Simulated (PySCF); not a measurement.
Gas-phase reaction: 2 BHCl₂ + 2 O = 2 BOCl + H₂ + Cl₂

Method: PySCF energies plus ideal-gas RRHO corrections (1 bar). † marks an energy on the PBE0/def2-TZVP geometry and frequencies; other levels use their own. CCSD(T) freezes the core. 6-31G* has spherical d functions here. Open shells (unrestricted): O (multiplicity 3, electronic degeneracy 9); the rest are closed-shell singlets. Spin-orbit splitting is ignored; it lowers the true energy and changes the entropy of O. B3LYP is the form with VWN-RPA correlation. CCSD(T) isn't extrapolated to the basis-set limit; its ΔH°(298 K) is -636.3 kJ in def2-SVP and -682.0 kJ in def2-TZVPP. The harmonic model lacks anharmonicity and excited electronic states, which grow with temperature; levels with a mode under 35 cm⁻¹ are left out.

```tsv
level	ΔE electronic, kJ	ΔH°(298 K), kJ	ΔS°(298 K), J/K	ΔG°(1600 K), kJ
B3LYP/6-31G*	-685	-689	-32	-641
BLYP/def2-TZVP†	-799	-801	-33	-749
CCSD(T)/def2-TZVPP†	-679	-682	-33	-630
HF/def2-TZVP†	-254	-256	-33	-205
M06-2X/def2-TZVP†	-717	-720	-33	-668
PBE/def2-SVP	-774	-777	-30	-731
PBE0/def2-SVP†	-659	-662	-33	-610
PBE0/def2-TZVP	-686	-688	-33	-636
r2SCAN/def2-TZVP†	-711	-714	-33	-662
ωB97M-V/def2-TZVP†	-717	-720	-33	-668
ωB97X-V/def2-TZVP†	-694	-697	-33	-645
```
ΔH° is lowest at BLYP/def2-TZVP† and highest at HF/def2-TZVP†. No reference value is set beside these.
